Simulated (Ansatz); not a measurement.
`[AlH2][S][SiH3]`. The species carries charge 0 and has multiplicity 1.

Cartesian coordinates in Å:
```
Al -1.072 -0.784 -1.290
S 0.805 0.321 -1.200
Si 0.889 0.631 0.917
H -1.843 -1.066 0.062
H -1.566 -1.250 -2.715
H 2.135 1.390 1.185
H 0.930 -0.660 1.648
H -0.278 1.417 1.392
```

Task: What are the harmonic wavenumbers in cm⁻¹ at PBE0-D4/def2-TZVP (Ansatz, finite differences of forces, unscaled)? (Estimate.)

Result: The calculation gave: 65, 121, 181, 460, 488, 529, 583, 632, 648, 764, 931, 942, 946, 1937, 1961, 2229, 2235, 2244.

Task: Is this a minimum?

Result: Yes, all 18 modes are real.

Task: Give the ideal-gas thermochemistry at 298.15 K and 1 bar (rigid rotor, harmonic oscillator; point group Cs, symmetry number 1).

Result: Zero-point energy 107.0 kJ/mol; H(298) − E = 126.0 kJ/mol; entropy 331.0 J/(mol·K), of which translation 165.3, rotation 108.8, vibration 56.9; G(298) − E = 27.3 kJ/mol. Modes under 100 cm⁻¹ are hindered rotations or soft bends, so the harmonic entropy is rough.

Task: Rotational constants (cm⁻¹)?

Result: 0.3292, 0.09616, 0.0764.
